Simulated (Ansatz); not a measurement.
The first iterations of a band of C2HClF2O (7 atoms, charge 0, multiplicity 1).

Computed with RKS r2SCAN/def2-SVP (Ansatz 0.2.0).

```json
{
  "movable images": "5",
  "climbing image": "yes",
  "spring": "5.0 eV/Å²",
  "optimiser": "quadratic models (default)",
  "start path": "through a guess of the saddle point",
  "force threshold": "0.05 eV/Å",
  "iteration limit": "60",
  "end points": "relaxed"
}
```

Image 0:

```xyz
7
Properties=species:S:1:pos:R:3
F -0.360 -1.251 1.209
C -0.107 -0.729 0.016
F -0.624 -1.513 -0.928
O 1.158 -0.268 -0.206
C 0.082 0.698 -0.177
Cl 0.036 1.806 1.175
H -0.124 1.188 -1.136
```

Image 6:

```xyz
7
Properties=species:S:1:pos:R:3
F 0.207 -1.082 1.109
C -0.067 -0.405 -0.016
F -1.037 -1.099 -0.670
O 1.092 -0.332 -0.734
C -0.534 1.035 0.081
Cl -0.522 1.567 1.681
H 0.921 0.248 -1.496
```

| iteration | highest image above the first end (eV) | largest band force component (eV/Å) |
| --- | --- | --- |
| 1 | 3.897 | 5.664 |
| 2 | 3.018 | 2.782 |
| 3 | 2.738 | 1.736 |

Q: Does the band converge within its limit, and where does its top end?

A: The run converged. It ended after 11 iterations with the highest image 2.678 eV above the first end. A vibrational analysis at the climbing image gives one clearly imaginary mode, 1347i cm⁻¹: a first-order saddle point. The orbitals stay closed-shell, which can raise the energy where a bond breaks towards radicals; this wasn't checked here.

The run took 3.4 min on 2 threads of Arm Neoverse V1, with other jobs on the host, peak memory 0.15 GiB.
